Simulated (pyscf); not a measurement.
PH₂• + hydroxyl (OH•) → PH₃ + O atom (O) [triplet] (hydrogen abstraction; triplet surface; H–O broken, H–P formed). Structures and frequencies: ωB97X-D3(BJ)/def2-SVP in PySCF. MP2 and CC: frozen core, UHF for open shells. ΔMP2 is the change of the MP2 total energy from the triple- to the quadruple-zeta basis. Energies in kcal/mol from the separated reactants.

```csv
level,barrier,reaction energy
r²SCAN/def2-TZVP,16.8,+22.6
PBE0-D3(BJ)/def2-TZVP,17.7,+19.6
M06-2X/def2-TZVP,21.1,+19.1
HF/def2-TZVP,22.4,+3.2
CCSD/def2-TZVPP,24.4,+16.8
CCSD(T)/def2-TZVPP,23.3,+17.4
CCSD(T)/def2-TZVPP + ΔMP2(QZVPP),___,___
```

Question: Complete the blanks.

Answer: 
- CCSD(T)/def2-TZVPP + ΔMP2(QZVPP), barrier: 24.0
- CCSD(T)/def2-TZVPP + ΔMP2(QZVPP), reaction energy: +18.7

Of the functionals in the table, M06-2X is closest to CCSD(T)/def2-TZVPP + ΔMP2(QZVPP) in the barrier (2.9 kcal/mol apart) and r²SCAN least close (7.2 kcal/mol); that level has limits of its own. At r²SCAN, PBE0-D3(BJ) this geometry lies under the product side: in single points on another level's saddle the reverse barrier vanishes, and the forward threshold there is about the reaction energy. PH₂• + OH• also meet on a surface of lower spin, which isn't treated here. One saddle was located; it need not be the lowest between these sides. The angle at the transferred H is 143°. The CCSD(T) − MP2 part came from Ansatz, without density fitting, on the same reference. Left out: the spin-orbit lowering of OH, O.
